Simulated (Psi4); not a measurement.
Psi4 input (wB97X-D/6-31G*):

```
memory 1500 MB

molecule {
0 1
C     0.00340141   -0.00638779   -1.24205632
Si   -0.00173623    0.00326060    0.63399891
H     0.01183572   -1.02821844   -1.62563804
H    -0.88242631    0.49513333   -1.63592148
H     0.88398944    0.50792232   -1.63114986
H    -0.01319887    1.39426270    1.14918674
H    -1.20047879   -0.69691575    1.15669009
H     1.20417751   -0.67950585    1.16318579
symmetry c1
no_reorient
no_com
}

set {
  basis 6-31G*
  reference rks
  scf_type pk
  dft_radial_points 99
  dft_spherical_points 590
  e_convergence 1e-8
  d_convergence 1e-7
  maxiter 150
}

e = energy('wb97x-d')
print_out(f'\nFINAL {e:.10f} DIPOLE {variable("CURRENT DIPOLE")[0]:.6f} {variable("CURRENT DIPOLE")[1]:.6f} {variable("CURRENT DIPOLE")[2]:.6f}\n')
```

Output:

```
   => Loading Basis Set <=

    Name: 6-31G*
    Role: ORBITAL
    Keyword: BASIS
    atoms 1   entry C          line   111 file 6-31gs.gbs
    atoms 2   entry SI         line   268 file 6-31gs.gbs
    atoms 3-8 entry H          line    44 file 6-31gs.gbs

   => WB97X-D: Empirical Dispersion <=

    Chai and Head-Gordon Dispersion Correction
    Chai, J.-D.; Head-Gordon, M. (2010), J. Chem. Phys., 132: 6615-6620

        s6 =       1.000000

         ---------------------------------------------------------
                                   SCF
               by Justin Turney, Rob Parrish, Andy Simmonett
                          and Daniel G. A. Smith
                              RKS Reference
         ---------------------------------------------------------

  ==> Geometry <==

    Molecular point group: c1
    Full point group: C1

    Geometry (in Angstrom), charge = 0, multiplicity = 1:

       Center              X                  Y                   Z               Mass
    ------------   -----------------  -----------------  -----------------  -----------------
         C            0.003401410000    -0.006387790000    -1.242056320000    12.000000000000
         SI          -0.001736230000     0.003260600000     0.633998910000    27.976926534650
         H            0.011835720000    -1.028218440000    -1.625638040000     1.007825032230
         H           -0.882426310000     0.495133330000    -1.635921480000     1.007825032230
         H            0.883989440000     0.507922320000    -1.631149860000     1.007825032230
         H           -0.013198870000     1.394262700000     1.149186740000     1.007825032230
         H           -1.200478790000    -0.696915750000     1.156690090000     1.007825032230
         H            1.204177510000    -0.679505850000     1.163185790000     1.007825032230

  Running in c1 symmetry.

  Rotational constants: A =      1.87875  B =      0.36386  C =      0.36386 [cm^-1]
  Rotational constants: A =  56323.47394  B =  10908.11589  C =  10908.11589 [MHz]
  Nuclear repulsion =   62.817572833813827

  Charge       = 0
  Multiplicity = 1
  Electrons    = 26
  Nalpha       = 13
  Nbeta        = 13

  ==> Algorithm <==

  SCF Algorithm Type is PK.
  DIIS enabled.
  MOM disabled.
  Fractional occupation disabled.
  Guess Type is SAD.
  Energy threshold   = 1.00e-08
  Density threshold  = 1.00e-07
  Integral threshold = 1.00e-12

  ==> Primary Basis <==

  Basis Set: 6-31G*
    Blend: 6-31G*
    Number of shells: 26
    Number of basis functions: 46
    Number of Cartesian functions: 46
    Spherical Harmonics?: false
    Max angular momentum: 2

  ==> DFT Potential <==

   => LibXC <=

    Version 7.1.2
    S. Lehtola, C. Steigemann, M. J. T. Oliveira, and M. A. L. Marques,  SoftwareX 7, 1–5 (2018) (10.1016/j.softx.2017.11.002)

   => Composite Functional: WB97X-D <=

    wB97X-D Hyb-GGA Exchange-Correlation Functional

    J.-D. Chai and M. Head-Gordon,  Phys. Chem. Chem. Phys. 10, 6615–6620 (2008) (10.1039/B810189B)

    Deriv               =              1
    GGA                 =           TRUE
    Meta                =          FALSE

    Exchange Hybrid     =           TRUE
    MP2 Hybrid          =          FALSE

   => Exchange-Correlation Functionals <=

    1.0000   wB97X-D range-separated functional

   => Exact (HF) Exchange <=

    0.7780            HF,LR [omega = 0.2000]
    0.2220               HF

   => LibXC Density Thresholds  <==

    XC_HYB_GGA_XC_WB97X_D:  1.00E-14

   => Molecular Quadrature <=

    Radial Scheme          =       TREUTLER
    Pruning Scheme         =           NONE
    Nuclear Scheme         =       TREUTLER

    Blocking Scheme        =         OCTREE
    BS radius alpha        =              1
    Pruning alpha          =              1
    Radial Points          =             99
    Spherical Points       =            590
    Total Points           =         444986
    Total Blocks           =           3155
    Max Points             =            256
    Max Functions          =             46
    Weights Tolerance      =       1.00E-15

  ==> Integral Setup <==

  Using in-core PK algorithm.
   Calculation information:
      Number of atoms:                   8
      Number of AO shells:              26
      Number of primitives:             66
      Number of atomic orbitals:        46
      Number of basis functions:        46

      Integral cutoff                 1.00e-12
      Number of threads:                 1

  Performing in-core PK
  Using 1754463 doubles for integral storage.
  We computed 61314 shell quartets total.
  Whereas there are 61776 unique shell quartets.

  Computing range-separated integrals for PK
  We computed 61314 wK shell quartets total.
  Whereas there are 61776 wK unique shell quartets.

  ==> DiskJK: Disk-Based J/K Matrices <==

    J tasked:                  Yes
    K tasked:                  Yes
    wK tasked:                 Yes
    Omega:               2.000E-01
    Schwarz Cutoff:          1E-12


  Cached 100.0% of DFT collocation blocks in 0.547 [GiB].

  Minimum eigenvalue in the overlap matrix is 9.4013132426E-03.
  Reciprocal condition number of the overlap matrix is 1.5318058730E-03.
    Using symmetric orthogonalization.

  ==> Pre-Iterations <==

  SCF Guess: Superposition of Atomic Densities via on-the-fly atomic UHF (no occupation information).

   -------------------------
    Irrep   Nso     Nmo
   -------------------------
     A         46      46
   -------------------------
    Total      46      46
   -------------------------

  ==> Iterations <==

                        Total Energy        Delta E     RMS |[F,P]|

   @RKS iter SAD:  -330.53926429015655   -3.30539e+02   0.00000e+00
   @RKS iter   1:  -331.07698868675186   -5.37724e-01   9.22222e-03 ADIIS/DIIS
   @RKS iter   2:  -331.11700647240042   -4.00178e-02   7.10951e-03 ADIIS/DIIS
   @RKS iter   3:  -331.17179903570297   -5.47926e-02   3.95596e-04 ADIIS/DIIS
   @RKS iter   4:  -331.17209218856510   -2.93153e-04   1.10127e-04 ADIIS/DIIS
   @RKS iter   5:  -331.17211933029114   -2.71417e-05   2.13956e-05 DIIS
   @RKS iter   6:  -331.17212050270808   -1.17242e-06   3.23249e-06 DIIS
   @RKS iter   7:  -331.17212053615134   -3.34433e-08   5.58585e-07 DIIS
   @RKS iter   8:  -331.17212053741986   -1.26852e-09   9.99781e-08 DIIS
  Energy and wave function converged.

  ==> Post-Iterations <==

   Electrons on quadrature grid:
      Ntotal   =   26.0000003405 ; deviation = 3.405e-07

    Orbital Energies [Eh]
    ---------------------

    Doubly Occupied:

       1A    -66.265398     2A    -10.283089     3A     -5.384259
       4A     -3.728501     5A     -3.728501     6A     -3.727919
       7A     -0.798316     8A     -0.611809     9A     -0.495941
      10A     -0.495940    11A     -0.413521    12A     -0.413521
      13A     -0.404261

    Virtual:

      14A      0.115288    15A      0.152700    16A      0.152700
      17A      0.216013    18A      0.227568    19A      0.227569
      20A      0.228075    21A      0.338089    22A      0.338089
      23A      0.348477    24A      0.419503    25A      0.593046
      26A      0.593047    27A      0.661349    28A      0.762748
      29A      0.762748    30A      0.833750    31A      0.833751
      32A      0.928505    33A      0.986634    34A      0.986637
      35A      1.056110    36A      1.179620    37A      1.263222
      38A      1.263222    39A      1.292732    40A      1.814520
      41A      1.814522    42A      2.269830    43A      2.348412
      44A      2.348415    45A      3.039309    46A      4.271142

    Final Occupation by Irrep:
              A
    DOCC [    13 ]
    NA   [    13 ]
    NB   [    13 ]

  @RKS Final Energy:  -331.17212053741986

   => Energetics <=

    Nuclear Repulsion Energy =             62.8175728338138271
    One-Electron Energy =                -580.6799976325714852
    Two-Electron Energy =                 206.9126552171343292
    DFT Exchange-Correlation Energy =     -20.2203726101901893
    Empirical Dispersion Energy =          -0.0019783456063924
    VV10 Nonlocal Energy =                  0.0000000000000000
    Total Energy =                       -331.1721205374198576

Computation Completed

Properties will be evaluated at   0.000000,   0.000000,   0.000000 [a0]

Properties computed using the SCF density matrix

 Multipole Moments:

 ------------------------------------------------------------------------------------
     Multipole            Electronic (a.u.)      Nuclear  (a.u.)        Total (a.u.)
 ------------------------------------------------------------------------------------

 L = 1.  Multiply by 2.5417464519 to convert [e a0] to [Debye]
 Dipole X            :          0.0008560           -0.0000001            0.0008559
 Dipole Y            :         -0.0016144           -0.0000001           -0.0016144
 Dipole Z            :         -0.3124122            0.0000001           -0.3124121
 Magnitude           :                                                    0.3124175

 ------------------------------------------------------------------------------------

FINAL -331.1721205374 DIPOLE 0.000856 -0.001614 -0.312412

*** Psi4 exiting successfully. Buy a developer a beer!
```

The geometry given is a B3LYP-D3(BJ)/def2-TZVP minimum.
